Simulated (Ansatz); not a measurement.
Geometry optimisation, Ansatz, RKS PBE0-D4/def2-SVP.

input.yaml

```yaml
crystal:
  periodic: [false, false, false]
  atoms:
    - { symbol: "N", position_ang: [0.5064, -0.34994, -0.35087] }
    - { symbol: C, position_ang: [-0.46224, 0.18592, 0.08782] }
    - { symbol: O, position_ang: [-1.49779, 0.62913, 0.33871] }
    - { symbol: H, position_ang: [1.45363, -0.46511, -0.07566] }
basis:
  gaussian: { orbitals: def2-SVP }
hamiltonian:
  xc: pbe0
  dispersion: d4
relax:
  f_tol: 0.02
  max_steps: 50
```

Run as:

```bash
$ ansatz run input.yaml --threads 1 --pin off --max-ram 2048MiB --backend cpu --events-out ev --progress --plain --runs-dir out
```

Problem. Where does it end, and by what steps?

Solution. It converged. After 6 steps the energy has fallen by 0.046 eV; H4 moved furthest, 0.07 Å.

| step | energy less start (eV) | largest force component (eV/Å) | accepted |
| --- | --- | --- | --- |
| 0 | 0.0000 | 1.214 | yes |
| 1 | -0.0289 | 0.275 | yes |
| 2 | -0.0342 | 0.203 | yes |
| 3 | -0.0424 | 0.267 | yes |
| 4 | -0.0456 | 0.217 | yes |
| 5 | -0.0462 | 0.057 | yes |
| 6 | -0.0462 | 0.005 | yes |

```xyz
4
Properties=species:S:1:pos:R:3
N 0.508 -0.383 -0.408
C -0.468 0.165 0.051
O -1.478 0.647 0.378
H 1.438 -0.429 -0.022
```

Whether the end is a true minimum wasn't checked by a vibrational analysis.

Time of the run: 7.2 s on 1 thread of Arm Neoverse V1, on a shared host, peak memory 0.12 GiB.
